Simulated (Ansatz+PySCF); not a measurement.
# singlet CH3F: levels of theory in one basis

```xyz
5

C     0.0000    0.0000   -0.6187
F     0.0000    0.0000    2.1081
H     0.0000   -1.0360   -0.9966
H    -0.8972    0.5180   -0.9966
H     0.8972    0.5180   -0.9966
```

Basis set: cc-pVDZ (spherical functions). Frozen core: 2 orbitals. Charge 0, multiplicity 1.

Computed with Ansatz (development build ahead of 0.2.0); each method stands on the lowest determinant of its kind that the runs found. NEVPT2 correlates all electrons. Active spaces start from the frontier orbitals, and the lowest solution found is given.

```json
{"method": "RHF", "E − E(RHF) (eV)": "0.00", "<S²> of the determinant": "0.00"}
{"method": "UHF", "E − E(RHF) (eV)": "-3.33", "<S²> of the determinant": "0.98"}
{"method": "RHF-CCSD", "E − E(RHF) (eV)": "-11.09", "<S²> of the determinant": "–"}
{"method": "RHF-CCSD(T)", "E − E(RHF) (eV)": "-12.46", "<S²> of the determinant": "–"}
{"method": "RHF-CCSDT(Q)", "E − E(RHF) (eV)": "-12.01", "<S²> of the determinant": "–"}
{"method": "CASSCF(2,2)", "E − E(RHF) (eV)": "-3.35", "<S²> of the determinant": "–"}
{"method": "SC-NEVPT2(2,2)", "E − E(RHF) (eV)": "-11.05", "<S²> of the determinant": "–"}
```

Q: What does RHF-MP2 give on the same scale?

A: -9.98 eV.

Q: Is a single determinant a sound starting point here?

A: It is doubtful. Unrestricted orbitals lower Hartree–Fock by 3.33 eV and <S²> is 0.98 where a pure state has 0.00, a sign of strong static correlation. The CASSCF(2,2) natural occupations are 1.37, 0.63.

Caution for RHF, RHF-MP2, RHF-CCSD, RHF-CCSD(T), RHF-CCSDT(Q): an unrestricted determinant lies well below. Caution for UHF: the unrestricted determinant is a mixture of spin states. Caution for RHF-MP2, RHF-CCSD, RHF-CCSD(T), RHF-CCSDT(Q): large amplitudes, a single reference is doubtful. Caution for RHF-CCSD(T): the program doubts this total. Caution for RHF-CCSDT(Q): the amplitudes may be one of several solutions.
